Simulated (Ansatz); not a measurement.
## [OH···H···H], doublet: transfer scan

Starting geometry:

```yaml
atoms:
  - { symbol: O, position_ang: [-0.1530, -0.0491, 0.0000] }
  - { symbol: H, position_ang: [-0.4023, 0.8775, 0.0000] }
  - { symbol: H, position_ang: [0.8065, -0.0491, 0.0000] }
  - { symbol: H, position_ang: [2.0240, -0.0491, 0.0000] }
```

From there H3 is moved from one fragment to the other while all else, the fragments' distance too, stays fixed; atoms are numbered as listed. Energies are in eV, counted from the starting geometry at the same level.

Basis cc-pVDZ; Ansatz 0.2.0. Correlated methods freeze the noble-gas cores. Prefix R: restricted or restricted open-shell reference; prefix U: unrestricted.

Full CI isn't at hand for all of this; UCCSDTQ serves as the reference, and is uncertain by about the last step of the cluster series. The frozen core follows each run's orbitals, which can shift R against U totals by a few meV.

| distance O1-H3 (Å) | RMP2 |
| --- | --- |
| 0.960 | 0.000 |
| 1.027 | 0.090 |
| 1.162 | 0.475 |
| 1.297 | 0.925 |
| 1.432 | 0.862 |

**Question.** Estimate the UCCSDTQ curve in cc-pVDZ from this one, knowing how RMP2 errs.

**Answer.** The computed UCCSDTQ values, in eV from the starting point, and the error of RMP2 against them:
```
distance O1-H3 (Å)  UCCSDTQ  RMP2 less UCCSDTQ
             0.960    0.000              0.000
             1.027    0.063              0.027
             1.162    0.394              0.081
             1.297    0.538              0.387
             1.432    0.539              0.323
```

The error spans 0.387 eV and is largest, 0.387 eV, at 1.297 Å.
